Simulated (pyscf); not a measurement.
Optimised with ωB97X-D3(BJ)/def2-SVP in PySCF.

Task: How much does it cost (ΔH, 298 K, ωB97M-D3(BJ)/def2-TZVP) to split HS–Hf(Cl)(Cl)–Cl at its H–S bond into [S–Hf(Cl)(Cl)–Cl]• + H•?

Result: H–S to [S–Hf(Cl)(Cl)–Cl]• + H•: 90.4 kcal/mol. The 7 functionals that were run give +87.7 (PBE) to +90.4 kcal/mol (ωB97M-D3(BJ)). The radicals are drawn with the spin at the cut bond; how far it spreads was not checked. Other isomers of [S–Hf(Cl)(Cl)–Cl]• were not searched in full and may lie lower. Open-shell species with a d-block atom are single-reference here; other states, and whether the spin sits on metal or ligand, were not checked. Elements past Kr carry the def2 core potentials, without spin-orbit coupling.
